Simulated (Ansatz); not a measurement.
The cluster Li2S⁻ (the lowest doublet isomer of a short search), 3 atoms. Hardware: 4 threads of Arm Neoverse V1 on a shared host.

Question: How many basis functions does each of these Ansatz runs have, and roughly what does it cost? ωB97X-V/def2-TZVPD, charge -1 doublet, energy, from earlier orbitals; ωB97X-V/def2-TZVPD, charge -1 quartet, energy, from earlier orbitals; r2SCAN-D4/def2-TZVPD, charge -1 quartet, energy, from earlier orbitals; HF/def2-TZVPD, charge -1 doublet, energy, from earlier orbitals; r2SCAN-D4/def2-TZVPD, charge -1 doublet, energy, from earlier orbitals; PBE-D4/def2-TZVPD, charge 0 triplet at the geometry of the charge -1 doublet, energy, from earlier orbitals; B97M-V/def2-TZVPD, charge -1 quartet, energy, from earlier orbitals; HF/6-31G, charge -1 doublet, energy; PBE0-D4/def2-TZVPD, charge 0 triplet at the geometry of the charge -1 doublet, energy; r2SCAN-D4/def2-TZVPD, charge 0 triplet at the geometry of the charge -1 doublet, energy, from earlier orbitals; BLYP-D4/def2-TZVPD, charge -1 quartet, energy, from earlier orbitals; PBE0-D4/def2-TZVPD, charge -1 quartet, energy, from earlier orbitals.

Answer: Other jobs shared the machine, so times can vary by a factor of up to 3. A dash marks memory too small to be measured apart from the calling script's.

| run | functions | fitting or Cholesky vectors | wall time | peak host memory (GiB) |
| --- | --- | --- | --- | --- |
| HF/6-31G, charge -1 doublet, energy | 31 | 392 | 0.15 s | – |
| HF/def2-TZVPD, charge -1 doublet, energy, from earlier orbitals | 80 | 741 | 0.25 s | – |
| BLYP-D4/def2-TZVPD, charge -1 quartet, energy, from earlier orbitals | 80 | 623 | 0.8 s | – |
| PBE-D4/def2-TZVPD, charge 0 triplet at the geometry of the charge -1 doublet, energy, from earlier orbitals | 80 | 623 | 0.8 s | – |
| PBE0-D4/def2-TZVPD, charge 0 triplet at the geometry of the charge -1 doublet, energy | 80 | 645 | 0.95 s | – |
| r2SCAN-D4/def2-TZVPD, charge -1 doublet, energy, from earlier orbitals | 80 | 623 | 1.6 s | – |
| r2SCAN-D4/def2-TZVPD, charge 0 triplet at the geometry of the charge -1 doublet, energy, from earlier orbitals | 80 | 623 | 1.6 s | – |
| PBE0-D4/def2-TZVPD, charge -1 quartet, energy, from earlier orbitals | 80 | 645 | 1.9 s | – |
| B97M-V/def2-TZVPD, charge -1 quartet, energy, from earlier orbitals | 80 | 623 | 2.5 s | – |
| r2SCAN-D4/def2-TZVPD, charge -1 quartet, energy, from earlier orbitals | 80 | 623 | 2.6 s | – |
| ωB97X-V/def2-TZVPD, charge -1 doublet, energy, from earlier orbitals | 80 | 626 | 3 s | – |
| ωB97X-V/def2-TZVPD, charge -1 quartet, energy, from earlier orbitals | 80 | 626 | 4.9 s | – |
